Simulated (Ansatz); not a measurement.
# H6NPSi: the cost of one run

Computed with Ansatz 0.2.0, Gaussian basis. Level: revPBE/def2-SVP with D3(BJ) dispersion.

1 further run of the same task is left out (it didn't finish).

### Step 1. Structure used throughout

The structure was relaxed beforehand with PBE0-D4 in a triple-zeta def2 set.

SMILES `N[SiH2]P`, 9 atoms, charge 0, spin multiplicity 1.

Atoms are counted from 1 here; the program's logs count them from 0.

Bond lengths: N1–Si2 1.718 Å, N1–H4 1.007 Å, N1–H5 1.007 Å, Si2–P3 2.257 Å, Si2–H6 1.487 Å, Si2–H7 1.494 Å, P3–H8 1.423 Å, P3–H9 1.422 Å. Angles: Si2–N1–H4 121.1°, Si2–N1–H5 119.9°, H4–N1–H5 111.3°, N1–Si2–P3 108.0°, N1–Si2–H6 106.8°, N1–Si2–H7 114.9°, P3–Si2–H6 109.1°, P3–Si2–H7 110.1°, H6–Si2–H7 107.7°, Si2–P3–H8 92.6°, Si2–P3–H9 93.3°, H8–P3–H9 92.6°.

### Step 2. Dynamics

in.yaml reads:

```yaml
crystal:
  periodic: [false, false, false]
  atoms:
    - {symbol: N, position_ang: [-0.941318, 0.534303, -1.133284]}
    - {symbol: Si, position_ang: [0.347154, 0.495494, 0.002234]}
    - {symbol: P, position_ang: [-0.190470, -0.985447, 1.618683]}
    - {symbol: H, position_ang: [-1.181341, -0.278496, -1.676369]}
    - {symbol: H, position_ang: [-1.141555, 1.382504, -1.636809]}
    - {symbol: H, position_ang: [0.437058, 1.854878, 0.597073]}
    - {symbol: H, position_ang: [1.684160, 0.163081, -0.574552]}
    - {symbol: H, position_ang: [-0.081558, -2.092065, 0.730001]}
    - {symbol: H, position_ang: [1.156371, -1.120553, 2.056024]}
basis:
  gaussian: {orbitals: def2-SVP}
hamiltonian: {xc: {name: revPBE}, dispersion: d3bj}
md: {timestep: 0.5 fs, n_steps: 20, ensemble: nvt_langevin, temperature: 700, initial_velocities: maxwell_boltzmann, friction: 0.01, seed: 247}
```

The run is started by

```sh
> ansatz run in.yaml --threads 2 --pin off --events-out ev --progress --plain --max-ram 4352MiB
```

What time and memory should one allow on 2 threads of Arm Neoverse V2, shared host?

About 21 s, with a peak of 0.39 GiB.
